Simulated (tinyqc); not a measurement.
Inside a calculation (part 1 of 2). Method: RKS/exchange-only LDA in the sto-3g basis, for CH2, spin multiplicity 1. Computed by tinyqc, a small Python program that keeps every step (integrals from PySCF). Settings: charge = 0, multiplicity = 1, basis = sto-3g, energy threshold = 1e-10, iteration cap = 52, orthogonalisation = canonical, start = highest core orbitals, DIIS depth = 6, method = RKS, functional = Slater exchange alone, grid = [15, 26]. Command: `OMP_NUM_THREADS=1 python tinyqc.py 31946 31947 out.jsonl` (the two numbers bound the seeds that draw the settings). One thread of a shared host (Intel(R) Xeon(R) Processor @ 2.60GHz), about 1 s of CPU time with the checks. Later iterations appear only in the table of the cycle.

## One-electron integrals

Geometry (angstrom):

| atom | x | y | z |
|---|---|---|---|
| C | 0.000000 | 0.000000 | 0.000000 |
| H | 0.000000 | 0.921000 | 0.543000 |
| H | 0.000000 | -0.941000 | 0.554000 |

Basis sto-3g: exponents (1/bohr^2) and contraction coefficients of normalised primitives:

| element | l (shell) | exponent | coefficient |
|---|---|---|---|
| C | s (1) | 71.616837 | 0.154329 |
| C | s (1) | 13.045096 | 0.535328 |
| C | s (1) | 3.530512 | 0.444635 |
| C | s (2) | 2.941249 | -0.099967 |
| C | s (2) | 0.683483 | 0.399513 |
| C | s (2) | 0.222290 | 0.700115 |
| C | p (3) | 2.941249 | 0.155916 |
| C | p (3) | 0.683483 | 0.607684 |
| C | p (3) | 0.222290 | 0.391957 |
| H | s (1) | 3.425251 | 0.154329 |
| H | s (1) | 0.623914 | 0.535328 |
| H | s (1) | 0.168855 | 0.444635 |

Overlap, kinetic and nuclear-attraction integrals over the contracted functions; the nuclear repulsion is the sum of Za Zb / Rab.

nuclear repulsion = 6.16153931 hartree

overlap S, lower triangle:
```
           1C 1s     1C 2s    1C 2px     1C 2py    1C 2pz     2H 1s     3H 1s
1C 1s   1.000000
1C 2s   0.248362  1.000000
1C 2px  0.000000  0.000000  1.000000
1C 2py  0.000000  0.000000  0.000000   1.000000
1C 2pz  0.000000  0.000000  0.000000   0.000000  1.000000
2H 1s   0.065382  0.502811  0.000000   0.408601  0.240902  1.000000
3H 1s   0.061990  0.489622  0.000000  -0.402089  0.236724  0.148886  1.000000
```

kinetic energy T (hartree), lower triangle:
```
            1C 1s     1C 2s    1C 2px     1C 2py    1C 2pz      2H 1s     3H 1s
1C 1s   15.891122
1C 2s   -0.085890  0.472250
1C 2px   0.000000  0.000000  1.477728
1C 2py   0.000000  0.000000  0.000000   1.477728
1C 2pz   0.000000  0.000000  0.000000   0.000000  1.477728
2H 1s   -0.009700  0.113796  0.000000   0.236168  0.139239   0.760032
3H 1s   -0.010594  0.106220  0.000000  -0.224022  0.131890  -0.007770  0.760032
```

nuclear attraction V (hartree), lower triangle:
```
             1C 1s      1C 2s     1C 2px     1C 2py     1C 2pz      2H 1s      3H 1s
1C 1s   -34.632299
1C 2s    -4.435514  -6.140530
1C 2px    0.000000   0.000000  -6.012616
1C 2py   -0.000622  -0.004498   0.000000  -6.204688
1C 2pz   -0.017501  -0.177864   0.000000  -0.002269  -6.079287
2H 1s    -1.191927  -2.663407   0.000000  -2.008965  -1.228476  -4.410761
3H 1s    -1.128738  -2.573532   0.000000   1.957283  -1.195685  -0.725319  -4.356021
```

core Hamiltonian H = T + V (hartree), lower triangle:
```
             1C 1s      1C 2s     1C 2px     1C 2py     1C 2pz      2H 1s      3H 1s
1C 1s   -18.741177
1C 2s    -4.521404  -5.668280
1C 2px    0.000000   0.000000  -4.534888
1C 2py   -0.000622  -0.004498   0.000000  -4.726960
1C 2pz   -0.017501  -0.177864   0.000000  -0.002269  -4.601559
2H 1s    -1.201627  -2.549612   0.000000  -1.772797  -1.089237  -3.650729
3H 1s    -1.139332  -2.467313   0.000000   1.733261  -1.063795  -0.733089  -3.595989
```

## Two-electron integrals

Functions are numbered as in S; the eight-fold symmetry (ij|kl) = (ji|kl) = (kl|ij) leaves the list below.

Two-electron integrals (ij|kl) in chemists' order, unique and non-zero (hartree):
```
(11|11) 3.541948    (21|11) 0.576921    (21|21) 0.111888    (22|11) 0.854682
(22|21) 0.205284    (22|22) 0.624709    (31|31) 0.020296    (32|31) 0.030858
(32|32) 0.137996    (33|11) 0.852436    (33|21) 0.205335    (33|22) 0.624568
(33|33) 0.672833    (41|41) 0.020296    (42|41) 0.030858    (42|42) 0.137996
(43|43) 0.036269    (44|11) 0.852436    (44|21) 0.205335    (44|22) 0.624568
(44|33) 0.600295    (44|44) 0.672833    (51|51) 0.020296    (52|51) 0.030858
(52|52) 0.137996    (53|53) 0.036269    (54|54) 0.036269    (55|11) 0.852436
(55|21) 0.205335    (55|22) 0.624568    (55|33) 0.600295    (55|44) 0.600295
(55|55) 0.672833    (61|11) 0.153268    (61|21) 0.029521    (61|22) 0.053979
(61|33) 0.053794    (61|41) 0.001568    (61|42) 0.002897    (61|44) 0.054219
(61|51) 0.000924    (61|52) 0.001708    (61|54) 0.000250    (61|55) 0.053942
(61|61) 0.007967    (62|11) 0.343470    (62|21) 0.083480    (62|22) 0.276693
(62|33) 0.270301    (62|41) 0.006841    (62|42) 0.045726    (62|44) 0.284347
(62|51) 0.004033    (62|52) 0.026959    (62|54) 0.008282    (62|55) 0.275183
(62|61) 0.022933    (62|62) 0.156462    (63|31) 0.008786    (63|32) 0.045380
(63|43) 0.009122    (63|53) 0.005378    (63|63) 0.020041    (64|11) 0.244136
(64|21) 0.060140    (64|22) 0.211381    (64|33) 0.200665    (64|41) 0.013110
(64|42) 0.078032    (64|44) 0.229062    (64|51) 0.002550    (64|52) 0.019251
(64|54) 0.011364    (64|55) 0.204194    (64|61) 0.017357    (64|62) 0.142164
(64|64) 0.146890    (65|11) 0.143937    (65|21) 0.035457    (65|22) 0.124625
(65|33) 0.118307    (65|41) 0.002550    (65|42) 0.019251    (65|44) 0.124293
(65|51) 0.010289    (65|52) 0.056730    (65|54) 0.012651    (65|55) 0.131144
(65|61) 0.010233    (65|62) 0.083817    (65|64) 0.074787    (65|65) 0.064134
(66|11) 0.482551    (66|21) 0.119307    (66|22) 0.447088    (66|33) 0.423213
(66|41) 0.012904    (66|42) 0.113410    (66|44) 0.476001    (66|51) 0.007608
(66|52) 0.066864    (66|54) 0.031123    (66|55) 0.441562    (66|61) 0.033339
(66|62) 0.311988    (66|64) 0.314066    (66|65) 0.185166    (66|66) 0.774606
(71|11) 0.145188    (71|21) 0.027972    (71|22) 0.051172    (71|33) 0.050997
(71|41) -0.001484   (71|42) -0.002749   (71|44) 0.051401    (71|51) 0.000874
(71|52) 0.001618    (71|54) -0.000238   (71|55) 0.051137    (71|61) 0.007304
(71|62) 0.020393    (71|64) 0.013950    (71|65) 0.009107    (71|66) 0.028944
(71|71) 0.007153    (72|11) 0.331555    (72|21) 0.080617    (72|22) 0.267960
(72|33) 0.261700    (72|41) -0.006614   (72|42) -0.044580   (72|44) 0.275465
(72|51) 0.003894    (72|52) 0.026246    (72|54) -0.008104   (72|55) 0.266471
(72|61) 0.020773    (72|62) 0.110684    (72|64) 0.071646    (72|65) 0.057711
(72|66) 0.174444    (72|71) 0.020998    (72|72) 0.147787    (73|31) 0.008405
(73|32) 0.043663    (73|43) -0.008846   (73|53) 0.005208    (73|63) 0.013229
(73|73) 0.018718    (74|11) -0.237906   (74|21) -0.058619   (74|22) -0.206612
(74|33) -0.196150   (74|41) 0.012617    (74|42) 0.075733    (74|44) -0.223850
(74|51) -0.002480   (74|52) -0.018881   (74|54) 0.011100    (74|55) -0.199619
(74|61) -0.014358   (74|62) -0.072617   (74|64) -0.034950   (74|65) -0.037056
(74|66) -0.104656   (74|71) -0.016026   (74|72) -0.135483   (74|74) 0.140680
(75|11) 0.140064    (75|21) 0.034511    (75|22) 0.121640    (75|33) 0.115481
(75|41) -0.002480   (75|42) -0.018881   (75|44) 0.121373    (75|51) 0.009865
(75|52) 0.054779    (75|54) -0.012315   (75|55) 0.127939    (75|61) 0.009343
(75|62) 0.058022    (75|64) 0.036787    (75|65) 0.042858    (75|66) 0.097378
(75|71) 0.009435    (75|72) 0.079763    (75|74) -0.071804   (75|75) 0.060991
(76|11) 0.091725    (76|21) 0.022355    (76|22) 0.076516    (76|33) 0.074553
(76|41) -0.000013   (76|42) -0.000140   (76|44) 0.076937    (76|51) 0.001805
(76|52) 0.012781    (76|54) -0.000036   (76|55) 0.077986    (76|61) 0.005989
(76|62) 0.038843    (76|64) 0.030487    (76|65) 0.022890    (76|66) 0.072314
(76|71) 0.005681    (76|72) 0.037888    (76|74) -0.030145   (76|75) 0.022458
(76|76) 0.011701    (77|11) 0.473513    (77|21) 0.117117    (77|22) 0.440841
(77|33) 0.417302    (77|41) -0.012523   (77|42) -0.111645   (77|44) 0.469376
(77|51) 0.007373    (77|52) 0.065729    (77|54) -0.030658   (77|55) 0.435351
(77|61) 0.029978    (77|62) 0.177780    (77|64) 0.105223    (77|65) 0.098663
(77|66) 0.282601    (77|71) 0.031011    (77|72) 0.301928    (77|74) -0.306403
(77|75) 0.180391    (77|76) 0.072314    (77|77) 0.774606
```

## Orthogonalisation

S = U s U^T; canonical form X = U s^(-1/2), so that X^T S X = 1. Each column of U has its largest component positive (the first on a tie).

eigenvalues of S: 0.275126  0.348189  0.876682  1.000000  1.086603  1.503497  1.909903

X:
```
                1          2          3         4          5          6         7
1C 1s   -0.289500   0.031977   0.786442  0.000000  -0.590002  -0.003007  0.171389
1C 2s    1.292696  -0.111115  -0.309272  0.000000  -0.269394  -0.007209  0.442019
1C 2px   0.000000   0.000000   0.000000  1.000000   0.000000   0.000000  0.000000
1C 2py   0.120912   1.113328  -0.001328  0.000000   0.002925   0.612610  0.008537
1C 2pz   0.574093  -0.050594   0.613461  0.000000   0.684680  -0.004395  0.190199
2H 1s   -0.971513  -0.818875  -0.156928  0.000000   0.123468   0.372576  0.368952
3H 1s   -0.769272   0.972636  -0.159877  0.000000   0.124837  -0.388500  0.355610
```

## Starting guess

The start is the highest orbitals of the core Hamiltonian (a deliberately bad start); D = 2 C_occ C_occ^T.

D at the start, lower triangle:
```
            1C 1s      1C 2s    1C 2px     1C 2py     1C 2pz      2H 1s     3H 1s
1C 1s    0.036136
1C 2s   -0.224720   1.728334
1C 2px   0.000000   0.000000  2.000000
1C 2py  -0.003031   0.047158  0.000000   0.715124
1C 2pz   0.145059  -0.255251  0.000000   0.019917   1.847616
2H 1s    0.143642  -1.574956  0.000000  -1.186870  -0.719630   3.725179
3H 1s    0.137448  -1.462318  0.000000   1.114196  -0.674497  -0.047461  3.585304
```

## Iteration 1: exchange-correlation on the grid

Becke grid with 15 radial and 26 angular points per atom, points of zero weight dropped. rho = sum D_ij phi_i phi_j; V_xc,ij = sum w v_xc phi_i phi_j; v_xc is d(rho eps)/d rho.

The 16 grid points with the largest w rho, of 1166 (bohr, atomic units):

| x | y | z | w | rho | eps_xc | v_xc |
|---|---|---|---|---|---|---|
| 0.000000 | 0.000000 | -1.607427 | 0.893597 | 0.136524 | -0.380296 | -0.507062 |
| 0.000000 | 0.000000 | -1.100000 | 0.319449 | 0.347966 | -0.519474 | -0.692632 |
| -1.607427 | 0.000000 | 0.000000 | 0.891943 | 0.113131 | -0.357201 | -0.476268 |
| 1.607427 | 0.000000 | 0.000000 | 0.891943 | 0.113131 | -0.357201 | -0.476268 |
| -1.136623 | 0.000000 | -1.136623 | 0.714858 | 0.132959 | -0.376956 | -0.502608 |
| 1.136623 | 0.000000 | -1.136623 | 0.714858 | 0.132959 | -0.376956 | -0.502608 |
| -1.100000 | 0.000000 | 0.000000 | 0.319367 | 0.290597 | -0.489195 | -0.652260 |
| 1.100000 | 0.000000 | 0.000000 | 0.319367 | 0.290597 | -0.489195 | -0.652260 |
| -0.777817 | 0.000000 | -0.777817 | 0.255558 | 0.338606 | -0.514774 | -0.686365 |
| 0.777817 | 0.000000 | -0.777817 | 0.255558 | 0.338606 | -0.514774 | -0.686365 |
| 0.000000 | -1.136623 | -1.136623 | 0.704306 | 0.089268 | -0.330079 | -0.440105 |
| 0.000000 | 1.136623 | -1.136623 | 0.703195 | 0.089072 | -0.329837 | -0.439783 |
| 0.000000 | 0.000000 | -2.265850 | 2.288110 | 0.026377 | -0.219851 | -0.293134 |
| -0.928049 | -0.928049 | -0.928049 | 0.597270 | 0.100695 | -0.343601 | -0.458134 |
| 0.928049 | -0.928049 | -0.928049 | 0.597270 | 0.100695 | -0.343601 | -0.458134 |
| 0.928049 | 0.928049 | -0.928049 | 0.596601 | 0.100742 | -0.343654 | -0.458206 |

electrons on the grid, sum of w rho = 8.007011

E_xc = sum of w rho eps_xc = -3.06091631 hartree

V_xc (hartree), lower triangle:
```
            1C 1s      1C 2s     1C 2px     1C 2py     1C 2pz      2H 1s      3H 1s
1C 1s   -0.633816
1C 2s   -0.155987  -0.472393
1C 2px   0.000000   0.000000  -0.492082
1C 2py  -0.000026  -0.000809   0.000000  -0.438514
1C 2pz   0.005771   0.031976   0.000000  -0.000547  -0.487399
2H 1s   -0.040096  -0.219523   0.000000  -0.178372  -0.101539  -0.477423
3H 1s   -0.037996  -0.212565   0.000000   0.174029  -0.099127  -0.059725  -0.476499
```

## Iteration 1: building the Kohn-Sham matrix

J_ij = sum D_kl (ij|kl); F = H + J + V_xc; E = tr D H + tr D J / 2 + E_xc + E_nn.

Coulomb J (hartree), lower triangle:
```
            1C 1s     1C 2s    1C 2px     1C 2py    1C 2pz     2H 1s     3H 1s
1C 1s    5.248483
1C 2s    1.270935  4.175536
1C 2px   0.000000  0.000000  4.140857
1C 2py   0.000466  0.002755  0.000000   4.200809
1C 2pz  -0.018542  0.017972  0.000000   0.001252  4.181903
2H 1s    0.333148  1.990874  0.000000   1.600153  0.952556  3.759041
3H 1s    0.315736  1.931822  0.000000  -1.566574  0.931883  0.562592  3.737213
```

Kohn-Sham matrix F (hartree), lower triangle:
```
             1C 1s      1C 2s     1C 2px     1C 2py     1C 2pz      2H 1s      3H 1s
1C 1s   -14.126510
1C 2s    -3.406456  -1.965138
1C 2px    0.000000   0.000000  -0.886113
1C 2py   -0.000181  -0.002553   0.000000  -0.964665
1C 2pz   -0.030273  -0.127916   0.000000  -0.001565  -0.907055
2H 1s    -0.908575  -0.778261   0.000000  -0.351016  -0.238220  -0.369111
3H 1s    -0.861592  -0.748056   0.000000   0.340717  -0.231038  -0.230222  -0.335275
```

total energy of this density = -11.20573932 hartree

## Iteration 1: diagonalisation and new density

Diagonalise F' = X^T F X, C = X C', fill 4 alpha and 4 beta electrons from the bottom; D = 2 C_occ C_occ^T. Each column has its largest component positive (the first on a tie).

F' = X^T F X (hartree), lower triangle:
```
           1          2          3          4          5          6          7
1  -0.266320
2   0.036753  -0.016050
3   0.994991  -0.131149  -7.236677
4   0.000000   0.000000   0.000000  -0.886113
5  -0.909001   0.117986   5.846356   0.000000  -6.232878
6  -0.042787  -0.488984   0.044438   0.000000  -0.041449  -0.720006
7  -0.233338   0.003266  -2.981664   0.000000   2.783872   0.014778  -2.298251
```

orbital energies (hartree): MO1 -14.127683, MO2 -1.277786, MO3 -0.971127, MO4 -0.886113, MO5 -0.864809, MO6 0.230623, MO7 0.240599

coefficients C:
```
              MO1        MO2        MO3       MO4        MO5        MO6        MO7
1C 1s    1.002564  -0.244921   0.002750  0.000000   0.078881   0.094570   0.022693
1C 2s   -0.012572   1.065737  -0.010673  0.000000  -0.318844  -0.871762  -0.222180
1C 2px   0.000000   0.000000   0.000000  1.000000   0.000000   0.000000   0.000000
1C 2py  -0.000084   0.011412   1.055293  0.000000  -0.005362   0.145975  -0.703123
1C 2pz   0.000261   0.384884   0.002300  0.000000   0.955083  -0.379573  -0.095171
2H 1s    0.004114  -0.098990  -0.071303  0.000000  -0.034740   0.727401   1.176428
3H 1s    0.003942  -0.096158   0.071880  0.000000  -0.034366   1.143284  -0.730498
```

D after iteration 1, lower triangle:
```
            1C 1s      1C 2s    1C 2px     1C 2py     1C 2pz     2H 1s     3H 1s
1C 1s    2.130259
1C 2s   -0.547310   2.272136
1C 2px   0.000000   0.000000  2.000000
1C 2py   0.000045   0.001800  0.000000   2.227545
1C 2pz  -0.187997   0.820314  0.000000   0.013638   0.296282
2H 1s    0.056347  -0.209577  0.000000  -0.152751  -0.076525  0.029800
3H 1s    0.055402  -0.206592  0.000000   0.149514  -0.073687  0.008819  0.028857
```

## Iteration 2: exchange-correlation on the grid

As before.

The 16 grid points with the largest w rho, of 1166 (bohr, atomic units):

| x | y | z | w | rho | eps_xc | v_xc |
|---|---|---|---|---|---|---|
| -1.607427 | 0.000000 | 0.000000 | 0.891943 | 0.135746 | -0.379572 | -0.506096 |
| 1.607427 | 0.000000 | 0.000000 | 0.891943 | 0.135746 | -0.379572 | -0.506096 |
| -1.100000 | 0.000000 | 0.000000 | 0.319367 | 0.348424 | -0.519702 | -0.692936 |
| 1.100000 | 0.000000 | 0.000000 | 0.319367 | 0.348424 | -0.519702 | -0.692936 |
| 0.000000 | -1.100000 | 0.000000 | 0.273738 | 0.353557 | -0.522242 | -0.696322 |
| 0.000000 | 1.100000 | 0.000000 | 0.268069 | 0.352081 | -0.521514 | -0.695352 |
| -0.777817 | -0.777817 | 0.000000 | 0.248560 | 0.353613 | -0.522269 | -0.696359 |
| 0.777817 | -0.777817 | 0.000000 | 0.248560 | 0.353613 | -0.522269 | -0.696359 |
| -0.777817 | 0.777817 | 0.000000 | 0.247557 | 0.352947 | -0.521941 | -0.695922 |
| 0.777817 | 0.777817 | 0.000000 | 0.247557 | 0.352947 | -0.521941 | -0.695922 |
| 1.136623 | 0.000000 | 1.136623 | 0.687292 | 0.120340 | -0.364632 | -0.486176 |
| -1.136623 | 0.000000 | 1.136623 | 0.687292 | 0.120340 | -0.364632 | -0.486176 |
| 0.777817 | 0.000000 | 0.777817 | 0.254187 | 0.316882 | -0.503521 | -0.671361 |
| -0.777817 | 0.000000 | 0.777817 | 0.254187 | 0.316882 | -0.503521 | -0.671361 |
| -1.136623 | -1.136623 | 0.000000 | 0.583893 | 0.134988 | -0.378864 | -0.505152 |
| 1.136623 | -1.136623 | 0.000000 | 0.583893 | 0.134988 | -0.378864 | -0.505152 |

electrons on the grid, sum of w rho = 8.000031

E_xc = sum of w rho eps_xc = -5.70761715 hartree

V_xc (hartree), lower triangle:
```
            1C 1s      1C 2s     1C 2px     1C 2py     1C 2pz      2H 1s      3H 1s
1C 1s   -2.094159
1C 2s   -0.309700  -0.530305
1C 2px   0.000000   0.000000  -0.554299
1C 2py   0.000028   0.000262   0.000000  -0.549123
1C 2pz  -0.007133  -0.048997   0.000000  -0.000335  -0.476603
2H 1s   -0.083367  -0.219016   0.000000  -0.158437  -0.099023  -0.277207
3H 1s   -0.078974  -0.211106   0.000000   0.153957  -0.095691  -0.057764  -0.267513
```

## Iteration 2: building the Kohn-Sham matrix

As before.

Coulomb J (hartree), lower triangle:
```
            1C 1s      1C 2s    1C 2px     1C 2py    1C 2pz     2H 1s     3H 1s
1C 1s   12.305649
1C 2s    2.400890   5.489942
1C 2px   0.000000   0.000000  5.532128
1C 2py  -0.000244  -0.001426  0.000000   5.521526
1C 2pz   0.035819   0.168858  0.000000   0.000636  5.399771
2H 1s    0.636589   2.389737  0.000000   1.792868  1.094826  3.725567
3H 1s    0.603302   2.312873  0.000000  -1.752105  1.067033  0.657340  3.669272
```

Kohn-Sham matrix F (hartree), lower triangle:
```
            1C 1s      1C 2s    1C 2px     1C 2py     1C 2pz      2H 1s      3H 1s
1C 1s   -8.529687
1C 2s   -2.430214  -0.708643
1C 2px   0.000000   0.000000  0.442941
1C 2py  -0.000838  -0.005662  0.000000   0.245443
1C 2pz   0.011185  -0.058003  0.000000  -0.001968   0.321610
2H 1s   -0.648405  -0.378890  0.000000  -0.138366  -0.093433  -0.202369
3H 1s   -0.615004  -0.365546  0.000000   0.135113  -0.092454  -0.133512  -0.194231
```

total energy of this density = -36.51287927 hartree

## Iteration 2: DIIS over 2 matrices

error matrix X^T (FDS - SDF) X:
```
           1          2          3         4          5          6          7
1   0.000000   0.000438  -0.450259  0.000000   0.250552   0.092394   0.766974
2  -0.000438   0.000000   0.042193  0.000000  -0.015368   0.940274  -0.054608
3   0.450259  -0.042193   0.000000  0.000000  -0.270065   0.001208   0.088073
4   0.000000   0.000000   0.000000  0.000000   0.000000   0.000000   0.000000
5  -0.250552   0.015368   0.270065  0.000000   0.000000  -0.000836   0.221658
6  -0.092394  -0.940274  -0.001208  0.000000   0.000836   0.000000   0.000834
7  -0.766974   0.054608  -0.088073  0.000000  -0.221658  -0.000834   0.000000
```

B (overlaps of the stored error matrices):
```
                1               2
1   2.9260673e-01  -9.9335403e-01
2  -9.9335403e-01   3.7624713e+00
```

Minimise |sum c_i e_i|^2 with sum c_i = 1: solve [B -1; -1 0][c; lambda] = [0; -1] with B_ij = tr e_i^T e_j, and take F = sum c_i F_i.

DIIS coefficients: 0.787156  0.212844

extrapolated F (hartree), lower triangle:
```
             1C 1s      1C 2s     1C 2px     1C 2py     1C 2pz      2H 1s      3H 1s
1C 1s   -12.935257
1C 2s    -3.198668  -1.697700
1C 2px    0.000000   0.000000  -0.603231
1C 2py   -0.000321  -0.003215   0.000000  -0.707101
1C 2pz   -0.021449  -0.113035   0.000000  -0.001651  -0.645541
2H 1s    -0.853199  -0.693257   0.000000  -0.305754  -0.207403  -0.333621
3H 1s    -0.809107  -0.666641   0.000000   0.296955  -0.201541  -0.209638  -0.305254
```
